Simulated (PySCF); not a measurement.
Species: C3H6N (doublet state).
SMILES with atom numbers: `[CH3:1][CH2:2][CH:3]=[N:4]` (hydrogens: H5, H6, H7 on C1; H8, H9 on C2; H10 on C3)

Structure used (GFN2-xTB), in Å, numbered top down from 1:
```
atom  x, y, z in Å
C1    -1.092   -0.389    0.008
C2     0.051    0.612   -0.084
C3     1.396   -0.084    0.043
N4     2.349    0.012   -0.709
H5    -1.083   -0.905    0.966
H6    -1.016   -1.129   -0.786
H7    -2.044    0.128   -0.096
H8    -0.013    1.337    0.731
H9     0.025    1.146   -1.034
H10    1.435   -0.724    0.938
```

Computed geometry: GFN2-xTB, gas phase. This method treats the open shell by occupation alone, without spin polarisation.

Masses are those of the commonest isotopes; rigid-rotor values at the optimised geometry. The values belong to one conformer with, in the numbering `[CH3:1][CH2:2][CH:3]=[N:4]`, C1–C2–C3–N4 128°.

Task: Give the principal moments of inertia and the rotational constants in MHz.

Result: Ia = 18.94, Ib = 112.02, Ic = 117.11 u·Å²; 505379 MHz·u·Å²/I gives A = 26684, B = 4511, C = 4315 MHz.

Task: What kind of rotor is it?

Result: A near-prolate asymmetric top. Ray's parameter κ = (2B − A − C)/(A − C) = -0.982; −1 is the prolate and +1 the oblate limit.

Task: What does the inertial defect say?

Result: Not planar: Δ = Ic − Ia − Ib = -13.85 u·Å². For a rigid frame Δ = −2 Σ m c², so Σ m c² = 6.92 u·Å² lies off the ab plane: 4.45 from hydrogen and 2.47 from heavier atoms. The atom farthest from that plane is 1.10 Å away.

Task: Give the other two planar moments, Paa and Pbb, and the rms extents of the mass along the axes.

Result: Paa = Σ m a² = (Ib + Ic − Ia)/2 = 105.10 and Pbb = Σ m b² = (Ia + Ic − Ib)/2 = 12.02 u·Å². With the mass M = 56.05 u, the rms extents √(P/M) along a, b and c are 1.37, 0.46, 0.35 Å.

Task: List the rotational levels J(Ka,Kc) to J = 4 (MHz).

Result: Above 0(0,0):
J = 1: 1(0,1) 8827, 1(1,1) 31000, 1(1,0) 31196
J = 2: 2(0,2) 26479, 2(1,2) 48457, 2(1,1) 49046, 2(2,1) 115564, 2(2,0) 115566
J = 3: 3(0,3) 52954, 3(1,3) 74642, 3(1,2) 75819, 3(2,2) 142045, 3(2,1) 142051, 3(3,1) 253400, 3(3,0) 253400
J = 4: 4(0,4) 88248, 4(1,4) 109554, 4(1,3) 111516, 4(2,3) 177351, 4(2,2) 177370, 4(3,2) 288710, 4(3,1) 288710, 4(4,1) 444604, 4(4,0) 444604

Task: Estimate the classical rotational partition function at 25 K, 100 K and 200 K.

Result: Point group C1, symmetry number σ = 1; q = (√π/σ)·√((kT/h)³/(ABC)), k/h = 20836.6 MHz/K: 925 at 25 K, 7400 at 100 K, 20900 at 200 K.

For this open shell read J as N, the rotation without spin; fine and hyperfine splittings come on top. No GFN2-xTB frequencies stand behind this structure, so it isn't proved a minimum. Constants of a rigid frame at the computed geometry: no zero-point averaging, no centrifugal distortion.
